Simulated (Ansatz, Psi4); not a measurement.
Heat of formation of C2H3N (SMILES [C-]#[N+]C) from total energies

C2H3N: 6 atoms, total charge 0, spin state singlet. SMILES: `[C-]#[N+]C`. The shape is that of a PBE0-D4/def2-TZVP optimisation.

Total energies at M06-2X/def2-SVPD (Psi4 1.11); the atoms run unrestricted:

| species | state | energy (Eh) |
| --- | --- | --- |
| C2H3N | singlet | -132.563576 |
| C | triplet | -37.797051 |
| N | quartet | -54.522481 |
| H | doublet | -0.497412 |

Harmonic wavenumbers at PBE0-D4/def2-TZVP, in cm⁻¹: 287, 287, 988, 1142, 1142, 1448, 1483, 1483, 2269, 3066, 3146, 3146.

Measured heats of formation of the gaseous atoms at 298.15 K, in kJ/mol: C 716.9, N 472.4, H 218.0. Take 1 Eh = 2625.50 kJ/mol, 1 cm⁻¹ = 0.0119627 kJ/mol, RT = 2.479 kJ/mol.

**Question.** What heat of formation follows?

**Answer.** 
1. Electronic atomisation energy: 2 × (-37.797051) + (-54.522481) + 3 × (-0.497412) − (-132.563576) = 0.954757 Eh = 2506.7 kJ/mol.
2. Zero-point energy: half the sum of the wavenumbers, 9943.5 cm⁻¹ = 119.0 kJ/mol.
3. Thermal vibrational enthalpy, Σ hcν̃/(exp(hcν̃/kT) − 1): 2.5 kJ/mol. Translation, rotation and pV of a non-linear molecule: 4 RT = 9.9 kJ/mol.
4. The 6 free atoms carry 5/2 RT each: 37.2 kJ/mol.
5. Atomisation enthalpy at 298 K: 2506.7 − 119.0 − 2.5 − 9.9 + 37.2 = 2412.5 kJ/mol.
6. Sum of the atoms' heats of formation: 2560.2 kJ/mol. Heat of formation: 2560.2 − 2412.5 = +147.7 kJ/mol.

The tabulated value is +163.5 kJ/mol (CRC Handbook of Chemistry and Physics; in doubt, as an older value, an estimate or one at odds with other calculations), so this level is off by -15.8 kJ/mol, or 0.7 % of the atomisation enthalpy that the table implies (2396.7 kJ/mol). Anharmonicity and any spin-orbit splitting of the molecule are left out.
